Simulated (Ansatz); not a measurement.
CF4 (tetrafluoromethane): a line through the functionals

CF4: 5 atoms, total charge 0, spin state singlet. SMILES: `FC(F)(F)F`. The coordinates come from a PBE0-D4/def2-TZVP relaxation.

The HOMO–LUMO gap y, in eV, basis aug-cc-pVDZ; a is the functional's share of exact exchange. Programs: Ansatz 0.2.0.

```
functional  program     a  y (eV)
    revPBE   Ansatz     0   10.13
      BLYP   Ansatz     0   10.15
     B3LYP   Ansatz   0.2   12.53
   r2SCAN0   Ansatz  0.25       ?
      PBE0   Ansatz  0.25   13.22
     BHLYP   Ansatz   0.5   15.80
```

Fit y = c + s·a to the known rows and predict r2SCAN0.


1. Means of the 5 rows: a = 0.1900, y = 12.366.
2. Σ(Δa)² = 0.172, Σ(Δa·Δy) = 1.9633, so the slope is 1.9633/0.172 = 11.415.
3. Intercept: 12.366 − (11.415) × 0.1900 = 10.197. The largest residual of the fit is 0.17.
4. r2SCAN0: 10.197 + (11.415) × 0.25 = 13.05 eV.

The run gave 14.16 eV, so the prediction is off by -1.11 eV, more than the scatter of the fit. Exact exchange lowers occupied levels and raises empty ones. The rows mix families of semi-local functionals, which the line can't see.
